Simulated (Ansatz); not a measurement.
The first iterations of a band of BClH2 + H (5 atoms, charge 0, multiplicity 2).

Theory: UKS B3LYP-D4/def2-SVP in Ansatz 0.2.0.

| Quantity | Value |
| --- | --- |
| movable images | 5 |
| climbing image | yes |
| spring | 5.0 eV/Å² |
| optimiser | quadratic models (default) |
| start path | through a guess of the saddle point |
| force threshold | 0.05 eV/Å |
| iteration limit | 60 |
| end points | relaxed |

First end point:

```xyz
5
Properties=species:S:1:pos:R:3
B 0.000 0.000 -0.162
Cl 0.000 0.000 1.584
H 1.058 0.000 -0.730
H -1.058 0.000 -0.730
H 0.000 0.000 4.737
```

Last end point:

```xyz
5
Properties=species:S:1:pos:R:3
B 0.000 0.000 -0.505
Cl 0.000 0.000 2.974
H 1.087 0.000 -1.018
H -1.087 0.000 -1.018
H 0.000 0.000 4.267
```

| iteration | highest image above the first end (eV) | largest band force component (eV/Å) |
| --- | --- | --- |
| 1 | 1.570 | 2.788 |
| 2 | 1.447 | 2.029 |

**Question.** Does the band converge within its limit, and where does its top end?

**Answer.** The run converged. It ended after 8 iterations with the highest image 1.357 eV above the first end. A vibrational analysis at the climbing image gives 2 clearly imaginary modes (695i, 482i cm⁻¹): a point of higher order, so a lower path passes nearby.

The run took 52 s on 1 thread of Arm Neoverse V2, with other jobs on the host, peak memory 0.1 GiB.
